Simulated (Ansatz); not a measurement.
A nudged elastic band was laid between two geometries of C$_{3}$H$_{2}$ClFO (8 atoms, charge 0, multiplicity 1).

Computed with RKS PBE0-D4/def2-SVP in Ansatz 0.2.0.

```json
{"movable images": "5", "climbing image": "yes", "spring": "5.0 eV/Å²", "optimiser": "quadratic models (default)", "start path": "through a guess of the saddle point", "force threshold": "0.03 eV/Å", "iteration limit": "60", "end points": "relaxed"}
```

First end point:

```xyz
8
Properties=species:S:1:pos:R:3
O -0.048 -1.141 1.260
C -0.521 -0.396 0.199
C 0.289 -0.035 -0.984
F 0.858 -0.460 -2.079
C 0.043 0.957 -0.175
Cl 0.175 2.583 0.258
H 0.899 -0.979 1.355
H -1.602 -0.587 0.111
```

Last end point:

```xyz
8
Properties=species:S:1:pos:R:3
O -0.058 -1.903 1.681
C -0.513 0.094 -0.369
C 0.216 0.375 -1.523
F 0.644 -0.064 -2.653
C 0.122 1.340 -0.617
Cl 0.421 2.868 -0.013
H -0.221 -1.358 2.457
H -0.519 -1.408 0.981
```

(1) What changes between the two ends?

(2) Give the energies along the band, and the barrier.

(3) What is the geometry of the highest image?

The band took 26 iterations and of the order of 5 core-minutes.

Results:

(1) Bonds broken: O1–C2, C2–H8. Bonds formed: O1–H8. C3H2ClFO becomes C3ClF + H2O.

(2) It converged. The highest image is number 3 of 0 to 6, 2.95 eV above the first end and 1.22 eV above the last; the last end lies 1.73 eV above the first. Neighbouring images differ by up to 2.5 eV, so the band resolves the path poorly. A vibrational analysis at the climbing image gives one clearly imaginary mode, 1365i cm⁻¹: a first-order saddle point. The orbitals stay closed-shell, which can raise the energy where a bond breaks towards radicals; this wasn't checked here.

```
image  path coordinate (Å)  energy (eV)  O1–C2 (Å)  C2–H8 (Å)  O1–H8 (Å)
    0                 0.00         0.00       1.38       1.10       2.01
    1                 0.68         0.09       1.39       1.10       2.05
    2                 1.36         0.45       1.44       1.08       1.87
    3                 2.04         2.95       1.95       1.17       1.37
    4                 2.70         1.83       2.48       1.78       0.99
    5                 3.36         1.74       2.78       2.02       0.97
    6                 4.02         1.73       2.90       2.02       0.97
```

(3) 
```xyz
8
Properties=species:S:1:pos:R:3
O 0.109 -1.410 1.153
C -0.639 -0.158 -0.142
C 0.245 0.075 -1.214
F 0.753 -0.388 -2.301
C 0.106 1.055 -0.342
Cl 0.418 2.592 0.240
H 0.160 -0.861 1.950
H -1.060 -0.962 0.600
```

Run time: 2.5 min on 2 threads of Intel(R) Xeon(R) 6975P-C (Granite Rapids), on a shared host, peak memory 0.24 GiB.
